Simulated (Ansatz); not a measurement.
The input, for Ansatz 0.2.0:

```yaml
crystal:
  periodic: [false, false, false]
  atoms:
    - {symbol: Al, position_ang: [-1.869514, 0.000000, 0.000000]}
    - {symbol: H, position_ang: [-2.662438, 1.373384, 0.000000]}
    - {symbol: H, position_ang: [-2.662438, -1.373384, 0.000000]}
    - {symbol: H, position_ang: [0.414486, 0.000000, 0.000000]}
    - {symbol: N, position_ang: [2.664570, 0.000000, 0.000000]}
    - {symbol: C, position_ang: [1.504486, 0.000000, 0.000000]}
basis:
  gaussian: {orbitals: cc-pVDZ}
magnetization: {spin_polarized: false, initial_magnetization: 1}
correlation: {method: ccsdt_q, electrons: outside_noble_gas}
```

```sh
$ ansatz run in.yaml --threads 2 --pin off --events-out ev --progress --plain --max-ram 24576MiB --backend cuda --devices 0, --max-vram 18GiB
```

The program prints:

```
1108 factors; integrals over basis functions are off by at most 2.3e-7 eV
mean field evaluation 1: about -9137.5958 eV, gradient 2.6e1 eV
mean field evaluation 2: about -9137.5990 eV, gradient 2.6e1 eV
mean field evaluation 4: about -9139.9766 eV, gradient 2.9e0 eV
mean field evaluation 8: about -9140.0397 eV, gradient 2.3e-4 eV
mean field evaluation 16: about -9140.0356 eV, gradient 2.1e-1 eV
mean field evaluation 32: about -9137.9431 eV, gradient 6.1e-2 eV
mean field evaluation 64: about -9137.9416 eV, gradient 1.0e-3 eV
mean field -9140.03965864 eV, -335.8902621137 hartree, gradient 1.1e-6 eV, S^2 0.750000; 2 other end points of the search recorded, 0 dependent functions left out
mean field evaluation 96: about -9139.7883 eV, gradient 4.1e0 eV
determinant -9140.03965864 eV, -335.8902621137 hartree, with singles and doubles -9150.24388684 eV, -336.2652605832 hartree
determinant -9137.94162629 eV, -335.8131608470 hartree, with singles and doubles -9148.50103415 eV, -336.2012119283 hartree
7 core orbitals not correlated: weight in the atoms' cores, before any rotation towards them, 1.000 or more for the frozen orbitals, at most 0.000 for the correlated occupied ones
reference -9140.03965864 eV, -335.8902621137 hartree; 8, 7 occupied and 46, 47 virtual orbitals, 1108 factors
second order -9.42557486 eV of doubles, -0.01937952 eV of singles
cycle   1  -9.67147281 eV  change   -2.3e-1 eV  update   1.1e-1
cycle   2  -10.28731410 eV  change   -6.2e-1 eV  update   5.0e-2
cycle   3  -10.60370329 eV  change   -3.2e-1 eV  update   2.4e-2
cycle   4  -10.59401782 eV  change    9.7e-3 eV  update   8.7e-3
cycle   5  -10.59164078 eV  change    2.4e-3 eV  update   5.3e-3
cycle   6  -10.59609222 eV  change   -4.5e-3 eV  update   1.5e-3
cycle   7  -10.59675513 eV  change   -6.6e-4 eV  update   8.7e-4
cycle   8  -10.59606212 eV  change    6.9e-4 eV  update   3.8e-4
cycle   9  -10.59605660 eV  change    5.5e-6 eV  update   2.1e-4
cycle  10  -10.59626772 eV  change   -2.1e-4 eV  update   1.1e-4
cycle  11  -10.59615495 eV  change    1.1e-4 eV  update   6.2e-5
cycle  12  -10.59617351 eV  change   -1.9e-5 eV  update   3.6e-5
cycle  13  -10.59617425 eV  change   -7.4e-7 eV  update   2.1e-5
cycle  14  -10.59617789 eV  change   -3.6e-6 eV  update   1.1e-5
cycle  15  -10.59617458 eV  change    3.3e-6 eV  update   5.8e-6
cycle  16  -10.59618093 eV  change   -6.3e-6 eV  update   2.9e-6
cycle  17  -10.59618367 eV  change   -2.7e-6 eV  update   1.4e-6
cycle  18  -10.59618386 eV  change   -1.9e-7 eV  update   7.1e-7
perturbative correction -0.04105551 eV, -0.0015087622 hartree
Total energy: -9150.67689801 eV, -336.2811734504 hartree
```

For the same geometry and basis UCCSDT(Q) lies 0.9 meV lower.

Ran on 2 threads of AMD EPYC 7R13 with a shared H100 80 GB, shared host: 20 s wall, 0.91 GiB peak host memory.
